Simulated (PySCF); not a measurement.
Species: hydroxylamine, H3NO.
Numbering: `[NH2:1][OH:2]` (hydrogens: H3, H4 on N1; H5 on O2)

Geometry (PBE0-D3(BJ)/def2-TZVP, Å), atoms numbered from 1 in this order:
```
atom  x, y, z in Å
N1    -0.485    0.133   -0.230
O2     0.893   -0.204   -0.327
H3    -0.588    0.517    0.705
H4    -0.968   -0.760   -0.222
H5     1.176    0.279   -1.107
```

All values: wB97X-D/pcSseg-2 (PySCF, non-relativistic), on one gas-phase PBE0-D3(BJ)/def2-TZVP geometry that isn't relaxed in the solvent. The solvent is an IEF-PCM continuum (Bondi radii, 1.10 Å for H, scaled by 1.2). The model holds no explicit solvent molecules, cavitation or dispersion.

Gas phase at wB97X-D/pcSseg-2: HOMO -9.49 eV, LUMO 2.48 eV, dipole 0.60 D.

**Question.** What does the continuum do to the energy, the frontier levels and the dipole at wB97X-D/pcSseg-2 in chloroform?

**Answer.** 
| solvent | ε | E(solvent) − E(gas) (kcal/mol) | polarisation term (kcal/mol) | distortion of the solute (kcal/mol) | HOMO (eV) | LUMO (eV) | dipole (D) |
| --- | --- | --- | --- | --- | --- | --- | --- |
| chloroform | 4.711 | -4.55 | -4.87 | 0.32 | -9.50 | 2.68 | 0.70 |

Polarisation term: ½ Σ q·V over the induced surface charges. Distortion: the rise of the solute's own energy as its density leaves the gas-phase optimum.

**Question.** Give the dipole vector in the frame of the coordinates (D, pointing from negative to positive charge), gas and chloroform.

**Answer.** Gas (-0.58, 0.07, 0.14), solvent (-0.67, 0.06, 0.19). Its length changes by +18 % and its direction by 3°.

The pairwise dispersion term of wB97X-D wasn't added to the energies; at a given geometry it leaves orbitals and properties as they are.
